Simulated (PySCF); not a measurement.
Isotope clusters of molecular radical cations, worked from isotope masses and abundances (centroid m/z, relative intensity):

1. 122.0526 (100.0), 123.0560 (8.7), 124.0594 (0.3)
2. 137.0083 (100.0), 138.0112 (4.8)
3. 55.0053 (100.0), 56.0077 (2.6)
4. 133.0109 (100.0), 134.0121 (9.9), 135.0080 (35.6), 136.0092 (3.3), 137.0054 (1.2)

Lines and terms under 0.3 % are left out. Candidates, as SMILES:
A. `[H]/N=C/C(=C/C)[SiH2]Cl`
B. `N#CC=O`
C. `FC(F)(F)c1ccon1`
D. `C=Cc1cccc(F)c1`

Match clusters and compounds, and give each formula.

1 = D, C8H7F, monoisotopic mass of the neutral 122.0532 u; relative to that species, one 13C gives 8.7 % at +1.
2 = C, C4H2F3NO, monoisotopic mass of the neutral 137.0088 u; relative to that species, one 13C gives 4.3 % at +1 and one 15N gives 0.4 % at +1.
3 = B, C2HNO, monoisotopic mass of the neutral 55.0058 u; relative to that species, one 13C gives 2.2 % at +1 and one 15N gives 0.4 % at +1.
4 = A, C4H8ClNSi, monoisotopic mass of the neutral 133.0115 u; relative to that species, one 29Si gives 5.1 % at +1, one 13C gives 4.3 % at +1, one 15N gives 0.4 % at +1, one 37Cl gives 32.0 % at +2 and one 30Si gives 3.3 % at +2.

What is the mean mass of the whole cluster 3, and how does it compare with the molar mass?

55.035 u over all lines, faint ones too (the ion lacks one electron, 0.0005 u); standard atomic weights give 55.036 g/mol for C2HNO.

Give the exact less the nominal mass of each, in mDa.

C4H8ClNSi +11.5, C2HNO +5.8, C4H2F3NO +8.8, C8H7F +53.2 (neutral, monoisotopic).

Abundances used (%; other tables differ somewhat): 12C 98.93, 13C 1.07; 1H 99.9885, 2H 0.0115; 16O 99.757, 17O 0.038, 18O 0.205; 14N 99.632, 15N 0.368; 28Si 92.2297, 29Si 4.6832, 30Si 3.0872; 35Cl 75.78, 37Cl 24.22.

Masses and patterns are calculated from tabulated isotope masses and abundances.
